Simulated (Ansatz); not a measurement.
A made-up structure of CH$_{3}$OSi, doublet:

| atom | x (Å) | y (Å) | z (Å) |
| --- | --- | --- | --- |
| C1 | -0.7697 | 0.2264 | -0.7352 |
| Si2 | 0.3379 | -1.3173 | -0.0168 |
| O3 | 1.4294 | -0.6205 | 1.2958 |
| H4 | -1.5379 | 0.0410 | -1.6250 |
| H5 | -0.8318 | 1.3067 | -0.3997 |
| H6 | 1.3721 | 0.3637 | 1.4808 |

It is relaxed with PBE-D4/def2-SVP and then PBE0-D4/def2-TZVP (Ansatz 0.2.0). Atoms count as bonded within 1.22 times the sum of their covalent radii (H–H: 0.88 Å). The end point is not checked to be a true minimum.

Task: Does its bonding change? (Judge from chemistry; the calculation decides.)

Result: Computed: No: no bond forms or breaks.

Where it ends: The first stage lowers the energy by 0.56 eV in 12 steps. It ends as CH₃OSi ([CH2][Si][OH]):
C1  (-0.658, 0.210, -0.685)
Si2  (0.172, -1.221, 0.114)
O3  (1.254, -0.560, 1.178)
H4  (-1.199, 0.093, -1.623)
H5  (-0.979, 1.089, -0.121)
H6  (1.410, 0.388, 1.137)
(Å)

Labels in which every atom is bracketed show which atoms are joined, not bond orders.

For scale, one of the runs: PBE0-D4/def2-TZVP relaxation, 117 basis functions, launched by `ansatz run in.yaml --threads 2 --pin off --events-out ev --progress --plain --max-ram 4352MiB`. The run took about 25 s on 2 CPU threads of an Arm Neoverse V2 (shared host).
